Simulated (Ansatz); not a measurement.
Born–Oppenheimer molecular dynamics of CH₄AlN (7 atoms, charge 0, multiplicity 1). It starts at the highest image of a converged band, a first-order saddle point between two minima.

Computed with RKS B3LYP/def2-SVP (Ansatz 0.2.0).

```json
{
 "ensemble": "NVE (velocity Verlet)",
 "time step": "0.5 fs",
 "steps asked": "200",
 "starting velocities drawn for": "300 K",
 "seed": "9932"
}
```

First frame:

```xyz
7
Properties=species:S:1:pos:R:3
C -0.577 -0.050 -0.493
N -0.198 0.039 0.823
Al 1.422 -0.741 -0.614
H -1.261 -0.870 -0.745
H -0.697 0.848 -1.121
H 0.024 1.000 1.101
H 1.347 -0.294 1.003
```

(1) How far do the bonds stretch over the last three quarters of this one trajectory? (Pairs bonded in most of those frames.)

Answers

(1) 
```json
{"bond": "C1–N2", "mean (Å)": "1.298", "spread (Å)": "0.025", "shortest": "1.26", "longest": "1.36"}
{"bond": "C1–H4", "mean (Å)": "1.101", "spread (Å)": "0.004", "shortest": "1.09", "longest": "1.11"}
{"bond": "C1–H5", "mean (Å)": "1.108", "spread (Å)": "0.015", "shortest": "1.08", "longest": "1.13"}
{"bond": "N2–H6", "mean (Å)": "1.027", "spread (Å)": "0.009", "shortest": "1.01", "longest": "1.04"}
{"bond": "Al3–H7", "mean (Å)": "1.658", "spread (Å)": "0.035", "shortest": "1.60", "longest": "1.72"}
```

Mean temperature of the second half: 456 K. The conserved energy stayed within 0.093 meV per atom of its start (net change 0.074 meV per atom), so the integration is sound. The system heated up, since it started high on the potential surface and ran downhill. A run of 0.1 ps of so small a system gives no equilibrium averages. The orbitals stay closed-shell, which can raise the energy where a bond breaks towards radicals; this wasn't checked here.

Run time: 3.4 min on 1 CPU thread of a shared host.
